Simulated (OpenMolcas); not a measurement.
# Worked example: vertical ionisation energy of BNH3 (SMILES [BH]N)

BNH3: 5 atoms, total charge 0, spin state doublet. SMILES: `[BH]N`. The shape is that of a GFN2-xTB optimisation. This is one conformer, not always the lowest.

```xyz
5

B     0.7058   -0.3416    0.5400
N    -0.1687    0.4034   -0.2106
H     0.5367   -1.4869    0.7238
H    -1.0067    0.0361   -0.6531
H    -0.0671    1.3891   -0.4000
```

Both states at this one shape; open shells run unrestricted unless said. 1 Eh = 27.2114 eV.

```tsv
level	program	doublet BNH3 (Eh)	singlet [BNH3]+ (Eh)
UPBE/STO-3G	OpenMolcas	-80.174082	-79.937391
UM06-2X/STO-3G	OpenMolcas	-80.286053	-80.047379
```

Q: Work out the vertical ionisation energy at each level.

A: 
1. UPBE/STO-3G: -79.937391 − (-80.174082) = 0.236691 Eh = 6.44 eV.
2. UM06-2X/STO-3G: -80.047379 − (-80.286053) = 0.238674 Eh = 6.49 eV.

No measured value is set beside it here; the levels span 6.44 to 6.49 eV. Minimal sets are far from the basis-set limit.
